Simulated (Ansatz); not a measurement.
## Relative stability

Two relaxed structures of CH6NSi (charge -1), closed shell (PBE0-D4/def2-TZVPD; forces vanish, vibrations not checked).

A:

```
atom    x (Å)    y (Å)    z (Å)
  C1  -1.0895   0.5941  -0.1390
 Si2   0.4652  -0.4898  -0.0318
  N3   1.6898   0.3432   0.7037
  H4  -1.9163   0.0636  -0.6244
  H5  -0.8751   1.5038  -0.7091
  H6  -1.4081   0.8951   0.8642
  H7   0.6319  -0.9826  -1.4821
  H8  -0.0726  -1.7870   0.6021
  H9   2.5746  -0.1402   0.8164
```

B:

```
9
angstrom
C -1.0651 0.5413 -0.2996
Si 0.3131 -0.5513 -0.2821
N 1.6711 0.0324 0.6996
H -2.0676 0.1361 -0.1768
H -1.0304 1.5457 -0.7190
H 1.4095 0.3029 1.6389
H 1.1486 -0.9067 -1.5199
H -0.1569 -1.9236 0.1789
H 2.5036 -0.5448 0.7195
```

Computed with Ansatz 0.2.0 (basis: def2-TZVPPD); correlated methods freeze the cores. B3LYP uses VWN-RPA correlation.

**Question.** Which structure is lower at CCSD(T), and by how much? (An estimate is asked for; the value comes from the calculation.)

**Answer.** By the calculation: A, by 11.94 kcal/mol (electronic energy, against the other). By their contacts, A is CH₆NSi ([CH3][SiH2][NH]), total charge -1 and B is CH₆NSi ([CH2][SiH2][NH2]), total charge -1.

All methods give the same order:

```
   method  E(B) − E(A) (kcal/mol)
   PBE-D4                   11.66
r2SCAN-D4                   12.38
  PBE0-D4                   11.43
 B3LYP-D4                   12.02
  wB97M-V                   11.44
       HF                   11.69
      MP2                   12.38
     CCSD                   11.86
  CCSD(T)                   11.94
```

T1 diagnostic: at most 0.014.

Labels in which every atom is bracketed show which atoms are joined, not bond orders.

For scale, one of the runs: CCSD(T)/def2-TZVPPD, 224 basis functions, launched by `ansatz run in.yaml --threads 2 --pin off --events-out ev --progress --plain --max-ram 4352MiB`. Hardware: 2 CPU threads of an Arm Neoverse V1, shared host. Wall time 75 s; peak host memory 3.5 GiB.
